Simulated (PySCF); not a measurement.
Cl: electron affinity

Cl⁻ [Ar] (1S) → Cl [Ne] 3s2 3p5 (2P), as a difference of total energies. Computed with PySCF 2.14 in aug-cc-pwCVTZ (8s7p5d3f, 75 functions), with the non-relativistic Hamiltonian (point nucleus). Correlated levels: valence and next inner shell: 1s2 frozen. The calculations carry no spin-orbit coupling.

| method | electron affinity (eV) |
| --- | --- |
| UHF | 2.374 |
| MP2 (valence and next inner shell) | 3.642 |
| SCS-MP2 (valence and next inner shell) | 3.541 |
| CCSD (valence and next inner shell) | 3.408 |
| CCSD(T) (valence and next inner shell) | 3.505 |

Q: How much does correlation contribute at CCSD(T) (valence and next inner shell)?

A: 3.505 − (2.374) = 1.131 eV, measured against UHF.

A first-order spin-orbit estimate (lowest level to lowest level, LS coupling) adds -0.034 eV.

Errors of the correlated levels include the incompleteness of this basis and the frozen core.

For comparison: 3.613 eV (measured; photodetachment measurements, as compiled on the Wikipedia data page of electron affinities).
